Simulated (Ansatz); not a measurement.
Reaction (SMILES): [C-]#[S+] (C-S) + 3 [H][H] (H2) → C (CH4) + S (H2S)
B3LYP-D3(BJ)/def2-TZVP geometries, fixed; electronic energies without zero-point terms.
Largest species:
```
C
H 1 1.0892
H 1 1.0892 2 109.47
H 1 1.0892 2 109.47 3 120.00
H 1 1.0892 2 109.47 3 -120.00
```
Charge 0, spin multiplicity 1.

Basis-set convergence of the energy of full hydrogenation at wB97M-V with Ansatz (a first-principles code). All functions are spherical. The program fits the integrals of some runs and decomposes those of others, by size. The functional holds VV10 correlation; no added dispersion term, no relativity. Functions are those of the species that has most. Reference: the value in aug-pcseg-3, -107.53 kcal/mol, itself unsure by roughly 0.13 kcal/mol (its mean distance from aug-cc-pV(Q+d)Z, def2-QZVPPD, pcseg-3). Deviations are taken from unrounded values.

```
basis            functions  energy of full hydrogenation (kcal/mol)  minus reference (kcal/mol)
---------------  ---------  ---------------------------------------  --------------------------
cc-pV(D+d)Z             37                                  -111.09                       -3.56
def2-SVPD               52                                  -118.14                      -10.60
aug-cc-pV(D+d)Z         59                                  -111.77                       -4.23
def2-TZVPD              83                                  -106.94                        0.60
cc-pV(T+d)Z             86                                  -107.86                       -0.33
jun-cc-pV(T+d)Z         95                                  -107.70                       -0.16
def2-TZVPPD            105                                  -107.79                       -0.26
aug-cc-pV(T+d)Z        138                                  -107.68                       -0.15
cc-pV(Q+d)Z            175                                  -107.59                       -0.06
def2-QZVPPD            195                                  -107.35                        0.18
aug-cc-pV(Q+d)Z        264                                  -107.45                        0.08
```

The smallest set listed that lies within 1 kcal/mol of the reference with all its larger relatives (same family, alike in diffuse functions; a set with none counts only in the reference's own line) is def2-TZVPD (83 functions, 0.60 kcal/mol off).
